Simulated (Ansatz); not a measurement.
fcc Cu, treated with r²SCAN+rVV10 in Ansatz (PAW).

Input:

Ansatz 0.2 input:
```yaml
crystal:
  lattice:
    - [0.0, 1.7805621281, 1.7805621281]
    - [1.7805621281, 0.0, 1.7805621281]
    - [1.7805621281, 1.7805621281, 0.0]
  atoms:
    - { symbol: Cu, position: [0.0, 0.0, 0.0] }
basis:
  ecutwfc: 560
  ecutrho_ratio: 4
  xc_grid: 3
kpoints:
  mp_grid: { grid: [26, 26, 26] }
hamiltonian:
  xc: r2scan
  dispersion: rvv10
  pseudopotentials: { kind: paw }
scf:
  occupations: { method: fermi_dirac, width: 0.05 }
  convergence: { dr2_threshold: 0.0000000001 }
output:
  forces: false
  stress: true
  eigenvalues: true
```

Output (set-up and result lines):

```
Crystal: 1 atoms, lattice volume = 11.290 Å³
Basis set: ecut = 560 eV, 331 PW (Γ), exchange–correlation on 60×60×60 points (27 copies of the dense FFT grid, shifted against one another)
Bands: 14, of which v1, the nominal top of the filled ones, is band 10 counted from 1 (9 counted from 0)
Symmetry: 48 space group operations
Space group: Fm-3m (ITA 225), of the structure as read, at distance tolerance 2.2e-5 Å
k-points: 511 of 17576
Functional: x = r2scan, c = r2scan + rvv10(b = 11.95, C = 0.0093); τ floored in thin density (d = 2e-4 eV/Å³)
SCF iter   1: F=—  HF=-6630.219143 eV  |F-HF|=—  |Δ(HF+E_count)|=         —  Δρ=3.58e-2  dr2=7.83e-2  dr2_τ=6.76e-4
SCF iter   2: F=—  HF=-6630.227910 eV  |F-HF|=—  |Δ(HF+E_count)|=   8.77e-3  Δρ=3.35e-2  dr2=6.80e-2  dr2_τ=8.51e-4
  ...
SCF iter   6: F=—  HF=-6630.205884 eV  |F-HF|=—  |Δ(HF+E_count)|=   5.81e-6  Δρ=4.48e-5  dr2=1.44e-7  dr2_τ=6.33e-10
SCF iter   7: F=-6630.205884 eV  HF=-6630.205884 eV  |F-HF|=6.18e-11  |Δ(HF+E_count)|=   1.70e-8  Δρ=1.29e-6  dr2=8.79e-11  dr2_τ=8.14e-12
SCF 1 converged in 7 iterations: F = -6630.205884 eV  dr2 = 8.79e-11
SCF converged after 7 iterations
Free energy (F): -6630.205884 eV
Internal energy: -6630.203744 eV  (E = F + TS)
E sigma→0 (E₀):  -6630.204814 eV
Fermi energy:    17.536315 eV
--- Stress (GPa, compression-positive) ---
       -0.000048       0.000000       0.000000
       -0.000000      -0.000048       0.000000
        0.000000       0.000000      -0.000048
  P = ⅓ Tr σ = -0.0000 GPa (-0.000 kbar)
```

The PAW data were made under PBE.

Ansatz is a program for electronic structure.
